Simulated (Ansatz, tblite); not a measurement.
# The cluster Cu4: one state, many levels

How do method and basis change the picture of the cluster Cu4 (singlet)?

Computed with Ansatz 0.2.0, Gaussian basis. Level: as each input shows.

The runs, in order: GFN1-xTB, GFN2-xTB, PBE-D4/def2-TZVP, r2SCAN-D4/def2-TZVP, LDA/def2-TZVP, B2PLYP/def2-TZVP, PBE-D4/def2-SVP, PBE0-D4/def2-SVP, HF/STO-3G, PBE0-D4/def2-TZVPD, PBE-D4/def2-TZVPD, r2SCAN-D4/def2-TZVPD, CCSD(T)/def2-TZVP, RPA/def2-TZVP.

2 further runs of the same task are left out: 2 set aside as unsound or not needed. Runs told in other sessions of the task aren't counted.

### 1 The relaxed structure

The geometry is that of the singlet, from an earlier relaxation (PBE-D4/def2-SVP). At that level it is the lowest of the isomers that a small search found.

4 atoms, charge 0, spin multiplicity 1.

Bond lengths: Cu1–Cu2 2.274 Å, Cu1–Cu3 2.357 Å, Cu1–Cu4 2.357 Å, Cu2–Cu3 2.357 Å, Cu2–Cu4 2.357 Å. Angles: Cu2–Cu1–Cu3 61.2°, Cu2–Cu1–Cu4 61.2°, Cu3–Cu1–Cu4 122.3°, Cu1–Cu2–Cu3 61.2°, Cu1–Cu2–Cu4 61.2°, Cu3–Cu2–Cu4 122.3°, Cu1–Cu3–Cu2 57.7°, Cu1–Cu4–Cu2 57.7°.

No spin-orbit coupling is included.

PBE0-D4/def2-TZVP was run before; its log isn't repeated, and its numbers join the tables.

### 2 GFN1-xTB

Tight binding, by tblite at 300 K electronic temperature and without a spin-polarisation term:

```python
tblite.interface.Calculator('GFN1-xTB', numbers, positions, charge=0, uhf=0).singlepoint()
```

Energy -491.3473 eV, HOMO -11.29 eV, LUMO -10.17 eV; 0.003 s.

### 3 GFN2-xTB

Tight binding, by tblite at 300 K electronic temperature and without a spin-polarisation term:

```python
tblite.interface.Calculator('GFN2-xTB', numbers, positions, charge=0, uhf=0).singlepoint()
```

Energy -422.2365 eV, HOMO -8.18 eV, LUMO -5.46 eV; 0.003 s.

### 4 PBE-D4/def2-TZVP

start.molden holds the orbitals of an earlier run on this state, given as this run's starting guess.

in.yaml

```yaml
crystal:
  periodic: [false, false, false]
  atoms:
    - {symbol: Cu, position_ang: [1.111359, 0.213672, 0.110043]}
    - {symbol: Cu, position_ang: [-1.111322, -0.213674, -0.110100]}
    - {symbol: Cu, position_ang: [0.373404, -2.024387, 0.159504]}
    - {symbol: Cu, position_ang: [-0.373441, 2.024379, -0.159447]}
basis:
  gaussian: {orbitals: def2-TZVP, initial_orbitals: start.molden}
hamiltonian: {xc: pbe, dispersion: d4}
scf: {omitted_lower_state_checks: [starts]}
output: {orbitals: {seedname: orbitals}}
```

Run with:

```bash
$ ansatz run in.yaml --threads 4 --pin off --events-out ev --progress --plain --max-ram 4787MiB
```

After this run come: r2SCAN-D4/def2-TZVP; LDA/def2-TZVP; B2PLYP/def2-TZVP; PBE-D4/def2-SVP; PBE0-D4/def2-SVP; HF/STO-3G; PBE0-D4/def2-TZVPD; PBE-D4/def2-TZVPD; r2SCAN-D4/def2-TZVPD; CCSD(T)/def2-TZVP; RPA/def2-TZVP.

**Question.** What will the summary of the whole plan be? Wanted: gap in def2-TZVP, named functionals, smallest and largest; correlation energy, CCSD(T)/def2-TZVP; binding an atom, functionals in def2-TZVP; PBE0 total energy, smallest basis above largest.

**Answer**, as computed:

```
                                                 quantity                                value
gap in def2-TZVP, named functionals, smallest and largest  0.95 eV (PBE-D4), 2.24 eV (PBE0-D4)
                    correlation energy, CCSD(T)/def2-TZVP                            -43.45 eV
                binding an atom, functionals in def2-TZVP       1.21 (B2PLYP) to 1.89 eV (LDA)
          PBE0 total energy, smallest basis above largest      26.56 eV (def2-SVP, def2-TZVPD)
```

Orbital gaps of the named functionals in def2-TZVP span 0.95 eV (PBE-D4) to 2.24 eV (PBE0-D4); exact exchange widens it. Notes on CCSD(T)/def2-TZVP and its Hartree-Fock reference, which MP2 shares: restricted state is unstable towards broken spin symmetry.
